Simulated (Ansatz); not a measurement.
Working through a nudged elastic band for an internal rotation of CH4ClSi (charge -1), SMILES C[SiH-]Cl

Computed with the Python package of Ansatz (0.2.0).

Typed at the interpreter:
```pycon
>>> import ansatz as az
>>> import numpy as np
>>> geometry_ang = [
...     ("C", [-0.8259, -0.0514, -0.072]),
...     ("Si", [0.8598, 0.4999, 0.4325]),
...     ("Cl", [2.0004, -1.1471, 0.8701]),
...     ("H", [-1.4562, 0.8028, -0.3378]),
...     ("H", [-1.3267, -0.5929, 0.7366]),
...     ("H", [-0.785, -0.715, -0.9414]),
...     ("H", [1.5337, 1.2038, -0.688]),
... ]
>>> ch4clsi = az.Crystal.molecule()
>>> for symbol, xyz in geometry_ang:
...     ch4clsi = ch4clsi.atom(symbol, xyz)
...
>>> setup = (
...     ch4clsi.calculation()
...     .basis(gaussian="6-31G*")
...     .functional("pbe0", dispersion="d4")
...     .charge(-1)
... )
>>> symbols = [site.symbol for site in ch4clsi.cartesian_sites]
>>> start = np.array([site.position_ang for site in ch4clsi.cartesian_sites], dtype=float)
>>> r = setup.relax(force_tolerance=0.005).run().report

>>> end = np.array(r["positions_ang"])
>>> # a third of a turn moves each of the three like atoms to the place of the next
>>> first, second, third = [3, 4, 5]
>>> turned = end.copy()
>>> turned[[first, second, third]] = end[[second, third, first]]
>>> listed = lambda xyz: [{"symbol": s, "position_ang": p.tolist()} for s, p in zip(symbols, xyz)]
>>> deck = setup.input().to_dict()
>>> deck["crystal"]["atoms"] = listed(end)
>>> deck["neb"] = {"final_atoms": listed(turned), "images": 5, "initial_path": "idpp", "f_tol": 0.03, "max_iterations": 40}
>>> rounds = []
>>> band = az.Session.from_dict(deck).plan().execute(on_event=lambda e: rounds.append(e["data"]) if e["event"] == "neb_iteration" else None)
>>> for each in rounds:
...     print(f"round {each['iteration']:2d}  largest band force {each['band_force_max_ev_ang']:.4f} eV/A")
...
round  1  largest band force 0.3301 eV/A
round  2  largest band force 0.4127 eV/A
round  3  largest band force 0.0850 eV/A
round  4  largest band force 0.0254 eV/A
>>> images = rounds[-1]["images"]
>>> for image in images:
...     print(f"s = {image['path_coordinate_ang']:6.3f} A   {23.060548 * (image['lagrangian_ev'] - images[0]['lagrangian_ev']):8.3f} kcal/mol")
...
s =  0.000 A      0.000 kcal/mol
s =  0.495 A      0.509 kcal/mol
s =  0.990 A      1.526 kcal/mol
s =  1.486 A      2.065 kcal/mol
s =  1.976 A      1.553 kcal/mol
s =  2.466 A      0.501 kcal/mol
s =  2.956 A     -0.000 kcal/mol
```

These settings explore the input space; basis and method may be short of convergence. The energies are electronic: no zero-point or thermal terms, and the basis set is short of its limit. Anions want diffuse functions, which this basis lacks. Wall time of the script: 91 s on 1 thread of Arm Neoverse V2, with other jobs on the host, peak memory 0.21 GiB.

(Lines on the test bed's own set-up are left out of the output.)
